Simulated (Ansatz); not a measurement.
Basis-set extrapolation for `F[SiH]Cl` radical (PBE0-D4/def2-TZVP geometry, frozen core, the Gaussian-basis code of Ansatz). Multiplicity 2, UHF reference.

```tsv
	def2-TZVPP	def2-QZVPP
HF	-848.599230	-848.626397
MP2 correlation	-0.534714	-0.587407
CCSD(T) correlation	-0.580543	-0.633045
```

Energies in hartree. Use E(X) = E(∞) + A·exp(−7.88·√X) for Hartree–Fock and E(X) = E(∞) + B·X^(−2.97) for correlation, with X = 3 and 4.

**Question.** What is the CCSD(T) energy at the basis-set limit?

**Answer.** HF limit: -848.626397 + (-0.027167) × 0.13774 = -848.63014. Correlation limit: -0.633045 + (-0.052502) × 0.74074 = -0.67194. Total: -849.30208 hartree, 321.1 kJ/mol below CCSD(T)/def2-TZVPP.
